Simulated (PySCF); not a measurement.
C2H5O, SMILES CC[O] (connectivity only; charge and spin as stated), charge -1, multiplicity 1. Atoms are numbered in the order given.

```xyz
8

C     -0.2057    -1.1791     0.0000
C      0.4858     0.2123     0.0000
O     -0.3627     1.2477     0.0000
H      0.5269    -2.0128     0.0000
H     -0.8503    -1.2702    -0.8913
H     -0.8503    -1.2702     0.8913
H      1.1972     0.1865     0.8901
H      1.1972     0.1865    -0.8901
```
Charge -1, spin multiplicity 1.

Coordinates come from a ωB97X-D3(BJ)/def2-SVPD optimisation. The multiplicity is an assumed one; other spin states were not compared. The isomer is the one that the SMILES or the coordinates give; other isomers of the formula were not compared.

Two levels are set side by side: PBE/pcSseg-2 (PySCF) and PBE0/pcSseg-2 (PySCF). GIAO shifts against H2O (¹⁷O), TMS (¹H), TMS (¹³C) at the same level; non-relativistic, no solvent, atoms listed together averaged. Differences are taken from unrounded values.

```json
[
 {"quantity": "δ(¹³C) of C1 (ppm)", "PBE0": "34.9"},
 {"quantity": "δ(¹³C) of C2 (ppm)", "PBE0": "83.8"},
 {"quantity": "δ(¹⁷O) of O3 (ppm)", "PBE0": "148.5"},
 {"quantity": "δ(¹H) of H7, H8 (ppm)", "PBE0": "5.85"}
]
```

Problem. What does PBE give, and how far is it from PBE0? (Estimate from the structure and the level; the computed values follow.)

Solution. 
```
quantity                 PBE  PBE minus PBE0
---------------------  -----  --------------
δ(¹³C) of C1 (ppm)      33.1            -1.8
δ(¹³C) of C2 (ppm)      88.7             4.8
δ(¹⁷O) of O3 (ppm)     215.3            66.8
δ(¹H) of H7, H8 (ppm)   6.68            0.82
```

Rough cost on one machine, each run with all the roots and properties that it gave: PBE0 against PBE within a factor of 2.
